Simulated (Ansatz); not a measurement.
Relaxation of CH4BO (7 atoms, charge 1, multiplicity 1), to a largest force component of 0.02 eV/Å in at most 50 steps.

Method: RKS PBE-D4/def2-SVP (Ansatz 0.2.0).

```xyz
7
Properties=species:S:1:pos:R:3:forces:R:3
B -0.974 -0.085 -0.215 0.25 -0.38 0.03
C 0.427 0.358 0.111 -0.28 0.39 -0.04
O 1.544 -0.170 0.326 1.13 0.01 0.25
H -1.328 -0.161 -1.324 -0.28 0.00 -1.21
H -1.753 -0.257 0.637 -0.76 -0.11 0.99
H 0.473 1.464 0.175 0.12 0.53 0.05
H 1.610 -1.149 0.291 -0.18 -0.44 -0.06
```

Where does it end, and by what steps?

The run converged. After 9 steps the energy has fallen by 0.117 eV; H6 moved furthest, 0.11 Å.

| step | energy less start (eV) | largest force component (eV/Å) | accepted |
| --- | --- | --- | --- |
| 0 | 0.0000 | 1.214 | yes |
| 1 | -0.0893 | 0.488 | yes |
| 2 | -0.1076 | 0.259 | yes |
| 3 | -0.1081 | 0.302 | yes |
| 4 | -0.1152 | 0.111 | yes |
| 5 | -0.1156 | 0.097 | yes |
| 6 | -0.1153 | 0.164 | no |
| 7 | -0.1165 | 0.024 | yes |
| 8 | -0.1169 | 0.022 | yes |
| 9 | -0.1169 | 0.011 | yes |

```xyz
7
Properties=species:S:1:pos:R:3
B -0.980 -0.104 -0.217
C 0.437 0.425 0.116
O 1.544 -0.172 0.325
H -1.304 -0.210 -1.383
H -1.755 -0.313 0.695
H 0.547 1.536 0.194
H 1.510 -1.162 0.269
```

Whether the end is a true minimum wasn't checked by a vibrational analysis.

The run took 35 s on 1 thread of Intel(R) Xeon(R) Processor @ 2.50GHz (Skylake/Cascade Lake), on a shared host, peak memory 0.13 GiB.
